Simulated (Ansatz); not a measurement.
# MgF− (singlet): wave-function methods side by side, aug-cc-pVDZ

The task here is to estimate one member of a computed series from the others.

Computed with Ansatz 0.2.0, Gaussian basis. Level: aug-cc-pVDZ, core rule «outside noble gas», up to 6 orbitals frozen.

Plan: UHF; CCSD(T) on RHF; CCSD(T) on UHF; BCCD(T) on RHF; CISD; CCSDT(Q) on RHF; CCSDT(Q) on UHF.

24 further runs of the same task are left out: 12 for a known fault of the program, 2 that didn't finish, 10 set aside as unsound or not needed.

### The geometry

The geometry is a PBE0/def2-TZVPD stationary point (not a proven minimum) of the parent state, kept for this charge and spin.

2 atoms, charge -1, spin multiplicity 1.

Atoms are counted from 1 here; the program's logs count them from 0.

Bond lengths: F1–Mg2 1.804 Å.

The first run:

Input file in.yaml:

```yaml
crystal:
  periodic: [false, false, false]
  atoms:
    - {symbol: F, position_ang: [0.000000, 0.000000, 0.000000]}
    - {symbol: Mg, position_ang: [0.000000, 0.000000, 1.804000]}
basis:
  gaussian: {orbitals: aug-cc-pVDZ}
total_charge: -1
magnetization: {spin_polarized: true, initial_magnetization: 0}
hamiltonian: {xc: hf}
output: {orbitals: {seedname: orbitals}}
```

On the command line:

```
ansatz run in.yaml --threads 1 --pin off --events-out ev --progress --plain --max-ram 2393MiB
```

Steps of the session up to this table: UHF; CCSD(T) on RHF; CCSD(T) on UHF; BCCD(T) on RHF; CISD; CCSDT(Q) on RHF; CCSDT(Q) on UHF.

One of the session's tables, all rows but one given; the rest of the session is left out.

```
   method  from RCCSDT(Q) (meV)
      RHF               +7310.6
      UHF               +7299.0
     RMP2                +448.8
     CISD                +727.4
    RCCSD                +189.9
 RCCSD(T)                 +22.0
  BCCD(T)                 +15.7
   RCCSDT                     ?
RCCSDT(Q)                     0
```

Q: Estimate the row for RCCSDT from the others.

As computed: from RCCSDT(Q) (meV): +12.2. In the column «from RCCSDT(Q) (meV)» it lies between RCCSDT(Q) (0) and BCCD(T) (+15.7).

Not comparable, so not listed: CCSD(T) on UHF; CCSDT(Q) on UHF (they don't share determinant, frozen orbitals or solution with the rows shown, or repeat one).

Caveats from the session: Warnings: restricted reference is unstable; spin contamination; large T1 diagnostic.
